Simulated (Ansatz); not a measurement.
For rock-salt NaCl, PBE (PAW; Ansatz, a first-principles code) gives:

| Property | Result |
|---|---|
| lattice parameter a | 5.696 Å |
| bulk modulus | 23.6 GPa |
| band gap at the measured cell | 5.11 eV |

**Question.** What does Hartree–Fock in Ansatz (plane waves, PAW) give for the same quantities?

**Answer.** 
- lattice constant a: 5.776 Å (rises by 1.4 %)
- bulk modulus: 22.3 GPa (shrinks by 5.5 %)
- band gap at the measured cell: 13.75 eV (grows by 8.64 eV)

For comparison: lattice constant a 5.569 Å (measured, static lattice: zero-point anharmonic expansion removed; as tabulated in Mejia-Rodriguez and Trickey (2018), arXiv:1807.09216); bulk modulus 27.6 GPa (measured, 0 K value with the zero-point phonon effect removed; as tabulated in Mejia-Rodriguez and Trickey (2018), arXiv:1807.09216); band gap 8.97 eV (measured, low temperature, zero-point motion not removed; as tabulated in Chen et al. (2018), doi:10.1103/physrevmaterials.2.073803).

Changes are worked out from the printed values.

Unless a cell is named, each level is at its own relaxed cell (PBE 23.10, Hartree–Fock 24.08 Å³/atom).

Density-functional gaps are differences of (generalised) Kohn–Sham levels.

Ansatz's density-functional and Hartree–Fock values are scalar-relativistic unless marked +SOC, with PAW data made under PBE.
